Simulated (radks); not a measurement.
# N²⁺ in [He] 2s2 2p1: an all-electron calculation

The task here is to estimate one member of a computed series from the others.

The numbers are computed with radks (a radial shooting solver on a logarithmic mesh, Libxc functionals) version 1 (Dirac Kohn-Sham, PBE, spin-unpolarised, spherical densities, point nucleus; open shells are shared between the two j in proportion to 2j + 1), except any that are marked as measured or tabulated.

### Starting point

```
element       : nitrogen (Z = 7)
charge        : +2
electrons     : 5
configuration : [He] 2s2 2p1
```

Outer shells as boxes (Hund's rule):

N²⁺
```
[He] core
2s [↑↓]
2p [↑ ][  ][  ]
```

Set-up of the first run:

Input:

```text
Z 7
configuration [He] 2s2 2p1 3s0 3p0 3d0
relativity Dirac
functional pbe,pbe
spin unpolarised
j_filling average
nucleus point
c 137.035999084
```

Started as:

```sh
$ python run_ks.py task.json out
```

All runs below come from this command, one after another.

One table of the session follows, with a row left open; its other results are not shown here.

It belongs to the step «Radial structure». Sizes of the orbitals, from the radial functions (bohr):

| level | <r> | outermost maximum (interpolated) | 90 % within |
| --- | --- | --- | --- |
| 1s1/2 | ? | ? | ? |
| 2s1/2 | 1.171 | 0.956 | 1.83 |
| 2p1/2 | 1.138 | 0.861 | 1.88 |
| 2p3/2 | 1.138 | 0.862 | 1.88 |

Estimate the missing values for 1s1/2.

As computed: <r>: 0.2294; outermost maximum (interpolated): 0.148; 90 % within: 0.411. In the column «<r>» it is the lowest.

Caveats from the session: Spin polarisation and multiplet splitting are left out.
